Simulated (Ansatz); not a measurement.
CHCl3, charge -1, doublet, at the geometry of the source list (a state made from the parent by changing its charge; the spin is typed, not shown lowest) (a gas-phase anion, which may not be bound at this level); MP2/STO-3G (Ansatz, a program for electronic structure).

Here is a job for Ansatz.
Ansatz 0.2 input:
```yaml
crystal:
  periodic: [false, false, false]
  atoms:
    - {symbol: Cl, position_ang: [-0.80000000, 1.48110000, -0.43510000]}
    - {symbol: C, position_ang: [0.00290000, 0.00110000, 0.11580000]}
    - {symbol: Cl, position_ang: [-0.90250000, -1.42970000, -0.40560000]}
    - {symbol: Cl, position_ang: [1.66890000, -0.06370000, -0.48340000]}
    - {symbol: H, position_ang: [0.03060000, 0.01120000, 1.20840000]}
basis:
  gaussian:
    orbitals: STO-3G
total_charge: -1
magnetization: {spin_polarized: true, initial_magnetization: 1}
correlation: {method: mp2}
```

The log (banner, timings and long lists left out):

```
Functional definition: HF
377 factors; integrals over basis functions are off by at most 2.7e-5 eV
mean field evaluation 1: about -38133.1144 eV, gradient 1.8e1 eV
mean field evaluation 2: about -38133.2986 eV, gradient 1.8e1 eV
mean field evaluation 4: about -38136.1468 eV, gradient 1.4e0 eV
mean field evaluation 8: about -38136.1861 eV, gradient 2.9e-2 eV
mean field evaluation 16: about -38135.4772 eV, gradient 3.6e0 eV
mean field -38136.18608553 eV, -1401.4789890077 hartree, gradient 2.2e-6 eV, S^2 0.755397; 4 other end points of the search recorded, 0 dependent functions left out
16 core orbitals not correlated
reference -38136.18608553 eV, -1401.4789890077 hartree; 14, 13 occupied and 3, 4 virtual orbitals, 377 factors
second order -1.57435167 eV of doubles, -0.00000000 eV of singles
Total energy: -38137.76043719 eV, -1401.5368453644 hartree
```
